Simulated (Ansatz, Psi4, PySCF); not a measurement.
Molecule: hydrogen cyanide, CHN, charge 0, multiplicity 1. SMILES: N#C
Structure (B3LYP-D3(BJ)/def2-TZVP (Ansatz, a first-principles code) minimum search):
```xyz
3

C      0.0000     0.0000    -0.4969
N      0.0000     0.0000     0.6493
H      0.0000     0.0000    -1.5636
```

Property: vertical triplet-singlet gap, E(triplet) - E(singlet), in eV. Conventions: frozen cores in correlated levels; 6-31G* and kin with 6d, 5d where marked; no spin-orbit coupling; each state is the SCF solution reached for its charge and spin; UHF or UKS for open shells; 6-311+G** with 5d; no dispersion term unless named; non-relativistic. First-principles rows: single points at B3LYP-D3(BJ) geometries (Ansatz). Levels can end on unlike triplets.

```tsv
level	program	vertical triplet-singlet gap, E(triplet) - E(singlet) (eV)
HF/6-31G*	Ansatz	5.65
HF/6-311+G**	Ansatz	5.54
PBE/6-31G*	Ansatz	6.99
PBE/6-311+G**	Ansatz	6.85
B3LYP/STO-3G	Ansatz	7.83
B3LYP/3-21G	Ansatz	7.19
B3LYP/6-31G*	Ansatz	6.85
B3LYP/6-311+G**	Ansatz	6.73
M06-2X/6-31G* (5d)	PySCF	7.84
wB97X-D/6-31G*	Psi4	8.04
MP2/6-31G*	Ansatz	7.59
MP2/6-311+G**	Ansatz	7.46
PBE0/def2-TZVPD	Ansatz	6.55
wB97X-V/def2-TZVPD	Ansatz	6.81
```

No value to compare with is used here. The 12 habitual levels span 5.54 (HF/6-311+G**) to 8.04 eV (wB97X-D/6-31G*); PBE0/def2-TZVPD gives 6.55.

The levels are drawn from those run, B3LYP/6-31G* more often than the rest, none by its result; runs whose electronic state is in doubt are left out.
